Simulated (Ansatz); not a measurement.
bcc Mo was calculated with r²SCAN+rVV10 (PAW; Ansatz, an electronic-structure program).

Numerical settings: plane-wave cutoff 600 eV, 28×28×28 k mesh, Fermi–Dirac smearing 0.089 eV (set by the program), no spin polarisation, scalar-relativistic PAW data made under PBE.

Cell (relaxed at this level):

```cif
data_Mo
_chemical_formula_sum 'Mo1'
_space_group_name_H-M_alt 'P 1'
_space_group_IT_number 1
_cell_length_a 2.72262
_cell_length_b 2.72262
_cell_length_c 2.72262
_cell_angle_alpha 109.471
_cell_angle_beta 109.471
_cell_angle_gamma 109.471
loop_
_space_group_symop_operation_xyz
  'x, y, z'
loop_
_atom_site_label
_atom_site_type_symbol
_atom_site_fract_x
_atom_site_fract_y
_atom_site_fract_z
_atom_site_occupancy
Mo1 Mo 0.00000 0.00000 0.00000 1
```

Problem. Predict the Young modulus, Poisson ratio and Voigt–Reuss–Hill bulk modulus.

Solution. 
* **Young modulus**: 332 GPa
* **Poisson ratio**: 0.300
* **Voigt–Reuss–Hill bulk modulus**: 277 GPa

Elastic constants are with the ions relaxed.

Static lattice: no zero-point or thermal effects.

It cost very roughly 7 core-minutes of CPU time.
